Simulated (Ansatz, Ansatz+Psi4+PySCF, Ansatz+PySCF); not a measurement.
| atom | x (Å) | y (Å) | z (Å) |
| --- | --- | --- | --- |
| C | 1.2614 | -0.2442 | 0.0910 |
| N | 0.0877 | 0.4657 | -0.1307 |
| C | -1.2005 | -0.1859 | 0.0295 |
| H | -1.9950 | 0.4880 | -0.2962 |
| H | 1.2515 | -1.2787 | -0.2570 |
| H | 2.1919 | 0.2997 | 0.0383 |
| H | 0.1192 | 1.4128 | 0.2371 |
| H | -1.2147 | -1.0778 | -0.5967 |
| H | -1.3914 | -0.4981 | 1.0624 |

Basis set: cc-pVTZ (spherical functions). Correlated methods keep 3 orbitals frozen. Correlation on ROHF uses semicanonical orbitals with singles. Charge 0, multiplicity 2.

Computed with Ansatz (development build ahead of 0.2.0); each method stands on the lowest determinant of its kind that the runs found.

Question: Give the atomization energy at this shape (free ground-state atoms in the same class of orbitals less the molecule, no zero-point energy) of doublet C₂H₆N by ROHF-MP2, UHF-MP2, ROHF, UHF.

Answer:

```
  method  atomization energy
ROHF-MP2       3152.6 kJ/mol
 UHF-MP2       3149.2 kJ/mol
    ROHF       2348.7 kJ/mol
     UHF       2327.1 kJ/mol
```
